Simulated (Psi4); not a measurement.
**SiH2O2 (SMILES O[Si]O) at MN15/aug-cc-pVDZ (sweep point 8)**

What is the vertical electron affinity of SiH2O2 at MN15/aug-cc-pVDZ (sweep point 8)? 

The results are computed with Psi4 1.11.

4 further runs of the same task are left out: 4 set aside as unsound or not needed.

## (1) The molecule

The species is SiH2O2 (5 atoms), meant as a singlet with charge 0. SMILES: `O[Si]O`. The shape is that of a PBE0-D4/def2-TZVP optimisation. This is one conformer, not always the lowest.

Bond lengths: O1–Si2 1.642 Å, Si2–O3 1.663 Å, O1–H4 0.964 Å, O3–H5 0.960 Å. Angles: O1–Si2–O3 99.4°, Si2–O1–H4 117.5°, Si2–O3–H5 116.1°.

## (2) The energy at MN15/aug-cc-pVDZ (sweep point 8)

job.in reads:

```
memory 1600 MB

molecule mol {
  0 1
  O     -1.443200    -0.105600    -0.275000
  Si    -0.212000    -0.791300     0.567700
  O      1.036000     0.187500     0.068600
  H     -1.231900     0.648900    -0.836100
  H      1.901100    -0.013100     0.433400
  units angstrom
  symmetry c1
}

set reference rks
set puream true
set scf_type pk
set dft_radial_points 250
set dft_spherical_points 1202

e_tot, wfn = energy('mn15/aug-cc-pVDZ', return_wfn=True)
```

Started as:

```
psi4 -i job.in -o job.out -n 1
```

job.out:

```text
[...]
  Running in c1 symmetry.
[...]
  Nuclear repulsion =  103.646253627355790
[...]
  Multiplicity = 1
[...]
  Nalpha       = 16
  Nbeta        = 16
[...]
    Number of basis functions: 91
[...]
   @RKS iter   1:  -440.61976315712752   -3.41529e-01   1.04235e-02 ADIIS/DIIS
[...]
   @RKS iter   8:  -440.95745371347249   -3.66558e-08   5.93427e-07 DIIS
[...]
    Orbital Energies [Eh]
    ---------------------
    Doubly Occupied:
       1A    -65.328356     2A    -18.855708     3A    -18.848897
       4A     -5.191103     5A     -3.721194     6A     -3.717886
       7A     -3.712457     8A     -1.075287     9A     -1.045780
      10A     -0.616916    11A     -0.575264    12A     -0.458304
      13A     -0.430995    14A     -0.421647    15A     -0.386542
      16A     -0.283593
[...]
  @RKS Final Energy:  -440.95745371347249
   => Energetics <=
    Nuclear Repulsion Energy =            103.6462536273557902
    One-Electron Energy =                -815.6908670579964564
    Two-Electron Energy =                 293.1719148797524781
    DFT Exchange-Correlation Energy =     -22.0847551625843401
    Empirical Dispersion Energy =           0.0000000000000000
    VV10 Nonlocal Energy =                  0.0000000000000000
    Total Energy =                       -440.9574537134724892
[...]
 Multipole Moments:
 ------------------------------------------------------------------------------------
     Multipole            Electronic (a.u.)      Nuclear  (a.u.)        Total (a.u.)
 ------------------------------------------------------------------------------------
 L = 1.  Multiply by 2.5417464519 to convert [e a0] to [Debye]
 Dipole X            :         -0.3292911            0.9827718            0.6534807
 Dipole Y            :         -0.9360538            1.2000747            0.2640210
 Dipole Z            :          0.6798023           -0.7406014           -0.0607992
 Magnitude           :                                                    0.7074183
[...]
```

It took 90 s on 1 thread of Intel Xeon Platinum 8488C (Sapphire Rapids), shared host; peak memory 1.2 GiB.

## (3) The doublet anion, same level

input.inp reads:

```
memory 1600 mb

molecule {
  -1 2
  O     -1.443200    -0.105600    -0.275000
  Si    -0.212000    -0.791300     0.567700
  O      1.036000     0.187500     0.068600
  H     -1.231900     0.648900    -0.836100
  H      1.901100    -0.013100     0.433400
  symmetry c1
}

set basis aug-cc-pVDZ
set reference uks
set puream true
set scf_type pk
set dft_radial_points 250
set dft_spherical_points 1202
set maxiter 150

E, wfn = energy('mn15', return_wfn=True)
```

Started as:

```
psi4 input.inp input.out -n 1
```

input.out:

```text
[...]
  Running in c1 symmetry.
[...]
  Nuclear repulsion =  103.646253627355790
[...]
  Multiplicity = 2
[...]
  Nalpha       = 17
  Nbeta        = 16
[...]
    Number of basis functions: 91
[...]
   @UKS iter   1:  -440.48851238194896   -2.10278e-01   1.12305e-02 ADIIS/DIIS
[...]
   @UKS iter  10:  -440.93890107329076   -2.17469e-07   9.30607e-07 DIIS
[...]
   @S^2 Observed:                7.531483507E-01
[...]
    Orbital Energies [Eh]
    ---------------------
    Alpha Occupied:
       1A    -65.114590     2A    -18.664839     3A    -18.658812
       4A     -4.978005     5A     -3.506227     6A     -3.506058
       7A     -3.501134     8A     -0.888587     9A     -0.860300
      10A     -0.430436    11A     -0.390573    12A     -0.272991
      13A     -0.248255    14A     -0.239039    15A     -0.207221
      16A     -0.091700    17A      0.065210
    Alpha Virtual:
      18A      0.136682    19A      0.148116    20A      0.160815
      21A      0.175826    22A      0.180111    23A      0.215607
      24A      0.249904    25A      0.274145    26A      0.293148
[...]
  @UKS Final Energy:  -440.93890107329076
   => Energetics <=
    Nuclear Repulsion Energy =            103.6462536273557902
    One-Electron Energy =                -821.9237044733340554
    Two-Electron Energy =                 299.5253577677198109
    DFT Exchange-Correlation Energy =     -22.1868079950323356
    Empirical Dispersion Energy =           0.0000000000000000
    VV10 Nonlocal Energy =                  0.0000000000000000
    Total Energy =                       -440.9389010732907650
[...]
 Multipole Moments:
 ------------------------------------------------------------------------------------
     Multipole            Electronic (a.u.)      Nuclear  (a.u.)        Total (a.u.)
 ------------------------------------------------------------------------------------
 L = 1.  Multiply by 2.5417464519 to convert [e a0] to [Debye]
 Dipole X            :         -0.3808398            0.9827718            0.6019320
 Dipole Y            :          0.1843457            1.2000747            1.3844204
 Dipole Z            :         -0.2375703           -0.7406014           -0.9781718
 Magnitude           :                                                    1.7988224
[...]
```

It took 2.6 min on 1 thread of Intel Xeon Platinum 8488C (Sapphire Rapids), shared host; peak memory 1.1 GiB.

## (4) Outcome

Level: MN15/aug-cc-pVDZ (sweep point 8).

```
                                         quantity          value
                     singlet SiH2O2: total energy  -440.95745 Eh
                    singlet SiH2O2: dipole moment         1.80 D
                      singlet SiH2O2: HOMO energy       -7.72 eV
                      singlet SiH2O2: LUMO energy       -0.71 eV
                    singlet SiH2O2: HOMO–LUMO gap        7.01 eV
                      doublet anion: total energy  -440.93890 Eh
doublet anion: HOMO energy (highest over α and β)        1.77 eV
 doublet anion: LUMO energy (lowest over α and β)        3.72 eV
                              doublet anion: ⟨S²⟩          0.753
vertical electron affinity (to the doublet anion)      -0.505 eV
```

In words: The anion lies 0.50 eV (48.7 kJ/mol) above the neutral: the electron isn't bound at this level, and such a value depends on the basis. The HOMO (doublet anion) lies at positive energy, 1.77 eV; only total energies tell whether the electron is bound.
